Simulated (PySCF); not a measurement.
A PySCF script (with the pyscf-properties extension) for the NMR shieldings of SMILES [NH3+][O-], H3NO, on a PBE0-D3(BJ)/def2-TZVP geometry:

```python
import basis_set_exchange as bse
import numpy as np
from pyscf import gto, dft
from pyscf.prop import nmr

atoms = """
N    -0.013906   -0.003703   -0.006529
O     1.309554   -0.184897   -0.084291
H    -0.495753   -0.099383   -0.916471
H    -0.484655   -0.676202    0.622499
H    -0.280778    0.931223    0.345801
"""
names = dict.fromkeys(["N", "O", "H"], "pcSseg-2")
basis = {el: gto.basis.parse(bse.get_basis(n, elements=[el], fmt="nwchem")) for el, n in names.items()}
mol = gto.M(atom=atoms, basis=basis, charge=0, verbose=0)
mf = dft.RKS(mol, xc="PBE0")
mf.grids.level = 2
mf.grids.alignment = dft.numint.BLKSIZE   # the property module wants whole blocks of grid points
mf.conv_tol = 1e-9
mf.kernel()

calc = nmr.RKS(mf)   # GIAO
C = mf.mo_coeff
Co = C[:, mf.mo_occ > 0]
resp = mf.gen_response(singlet=True, hermi=2)
def vind(x):   # induced exchange potential for any number of trial vectors
    d = np.einsum("pi,xij,qj->xpq", C, 2 * x.reshape(-1, C.shape[1], Co.shape[1]), Co, optimize=True)
    return np.einsum("xpq,pi,qj->xij", resp(d - d.transpose(0, 2, 1)), C, Co, optimize=True).ravel()
mo1, _ = nmr.rhf.solve_mo1(calc, with_cphf=vind)
sigma = calc.kernel(mo1)
for i, s in enumerate(sigma):   # ppm
    w = np.linalg.eigvalsh((s + s.T) / 2)
    print("%2d %-2s iso %8.1f  s11 %8.1f  s22 %8.1f  s33 %8.1f" % (i, mol.atom_pure_symbol(i), w.mean(), *w))
```

Task: What are the results?

Result: 
```
 0 N  iso    141.2  s11    103.9  s22    103.9  s33    215.7
 1 O  iso    201.2  s11    163.1  s22    163.2  s33    277.3
 2 H  iso     24.0  s11     17.9  s22     21.7  s33     32.3
 3 H  iso     24.0  s11     17.9  s22     21.7  s33     32.3
 4 H  iso     24.0  s11     17.9  s22     21.7  s33     32.3
```

These numbers come from an equivalent density-fitted implementation of the same equations, which agrees with the script to about 0.01 ppm for H and up to a few tenths of a ppm for heavy atoms, so last digits may differ.

Task: Turn these shieldings into chemical shifts. Scale: 15N (σref 263.78) vs NH3; H2O for 17O (σref 329.54); TMS for 1H (σref 31.52) (reference shieldings calculated alike).

Result: Averaging equivalent atoms: N 0: 122.6; O 1: 128.4; H 2/3/4: 7.55 ppm. Experimental scales use liquid or dissolved standards, which lie at an offset from isolated NH3 (liquid NH3: subtract about 20 ppm) and H2O (liquid H2O: subtract about 36 ppm).

Size and cost of the density-fitted run: 114 basis functions, 5.9 s wall time on 1 thread of an Arm Neoverse N1, shared host; peak memory 0.39 GiB.
